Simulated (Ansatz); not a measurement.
```yaml
crystal:
  periodic: [false, false, false]
  atoms:
    - {symbol: C, position_ang: [0.000000, 0.000000, -1.284151]}
    - {symbol: C, position_ang: [0.000000, 0.000000, 0.053027]}
    - {symbol: N, position_ang: [0.000000, 0.000000, 1.231123]}
basis:
  gaussian: {orbitals: def2-TZVP}
magnetization: {spin_polarized: true, initial_magnetization: 1}
hamiltonian: {xc: pbe0}
relax: {f_tol: 0.004, max_steps: 80}
```

```sh
$ ansatz run in.yaml --threads 1 --pin off --events-out ev --progress --plain --max-ram 2176MiB
```

Steps of the relaxation (energy above the last step; positions in Å, forces in eV/Å):

```
3
step 1, 21.8 meV
C     0.000    0.000   -1.284    0.000    0.000   -1.368
C     0.000    0.000    0.053    0.000    0.000    1.121
N     0.000    0.000    1.231    0.000    0.000    0.247
```

```
3
step 2, 4.2 meV
C     0.000    0.000   -1.297    0.000    0.000   -0.549
C     0.000    0.000    0.058    0.000    0.000    0.694
N     0.000    0.000    1.239    0.000    0.000   -0.145
```

```
3
step 3, 0.1 meV
C     0.000    0.000   -1.305    0.000    0.000   -0.054
C     0.000    0.000    0.063    0.000    0.000    0.166
N     0.000    0.000    1.242    0.000    0.000   -0.112
```

```
3
step 5, 0.0 meV
C     0.000    0.000   -1.306    0.000    0.000    0.000
C     0.000    0.000    0.064    0.000    0.000    0.000
N     0.000    0.000    1.242    0.000    0.000    0.001
```

Close pairs at the end: C2–N3 1.177 Å, C1–C2 1.370 Å.

A stationary point of unrestricted PBE0 after 5 steps, with ⟨S²⟩ = 0.768 against 0.75 for a pure state; no frequencies were run, so it isn't proven a minimum. 9.5 s on 1 thread of AMD EPYC 9R45, shared host.
